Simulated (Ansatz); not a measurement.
# Isomers

Structures of LiAlH2O, singlet, relaxed at PBE0-D4/def2-TZVP (vibrations not checked; lower isomers may exist, and structures with a doubtful reference or unclear bonds are left out). Program: Ansatz 0.2.0. Basis: def2-TZVPP. Cores are frozen in the correlated methods. The outer core shell of Li, Na, Mg and K is correlated. B3LYP uses VWN-RPA correlation.

Rank them by CCSD(T) energy, lowest first, and give each one's height above the lowest. Links in brackets join atoms within 1.22 times the sum of their covalent radii (1.1 for two metals). (An estimate is asked for; the value comes from the calculation.)
A.
LiAlH₂O ([H]1[Li]2[OH][Al]12)
```
5
angstrom
Li -1.6446 -0.5015 0.4694
O -0.0126 -0.4983 1.0766
Al 0.7328 -0.2772 -0.6167
H -1.0349 -0.2985 -1.1129
H 0.5860 -0.5556 1.8196
```
B.
LiAlH₂O ([Li][O][AlH2])
```
5
angstrom
Li -0.5838 -0.1929 2.4712
Al 0.2838 0.0856 -0.6840
O -0.1549 -0.0554 0.9126
H -0.7686 -0.1647 -1.8619
H 1.7759 0.4773 -1.1062
```
C.
LiAlH₂O ([Li][AlH][OH])
```
5
angstrom
Li -2.5895 -0.6964 0.9771
Al -0.3511 -0.0865 -0.2576
O 1.0116 0.2487 0.7540
H 0.0805 0.0584 -1.8209
H 1.8485 0.4759 0.3474
```

Computed: B (0.000 eV), A (0.486 eV), C (1.245 eV). Heights count from the lowest.

Do PBE-D4, r2SCAN-D4, PBE0-D4, B3LYP-D4, wB97M-V, HF, MP2 give the same order? (Judge from chemistry; the calculation decides.)

By the calculation: All do.

T1 diagnostic: at most 0.015. The restricted Hartree–Fock reference is unstable towards an unrestricted one at one or more of these structures.

For scale, one of the runs: CCSD(T)/def2-TZVPP, 120 basis functions, launched by `ansatz run in.yaml --threads 2 --pin off --events-out ev --progress --plain --max-ram 4352MiB`. Hardware: 2 CPU threads of an Arm Neoverse V1, shared host. Wall time about 4.3 s.
